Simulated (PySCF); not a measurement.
pyrazine (C4H4N2), SMILES c1cnccn1.

Coordinates come from a PBE0-D3(BJ)/def2-SVP optimisation.

Two levels are set side by side: PBE/def2-TZVP (PySCF) and B3LYP/def2-TZVP (PySCF). Same geometry, gas phase. Differences are taken from unrounded values.

```csv
quantity,B3LYP,PBE,PBE minus B3LYP
orbital gap (eV),5.32,3.26,-2.06
highest occupied level (eV),-7.07,-5.76,1.31
lowest empty level (eV),-1.75,-2.51,-0.76
mean polarisability (bohr³),55.9,56.6,0.8
```

Without exact exchange PBE keeps part of each electron's self-repulsion, which lifts occupied levels and narrows the gap. Differences between two approximate levels are no errors against the true value.

Rough cost on one machine, each run with all the roots and properties that it gave: B3LYP against PBE within a factor of 2.
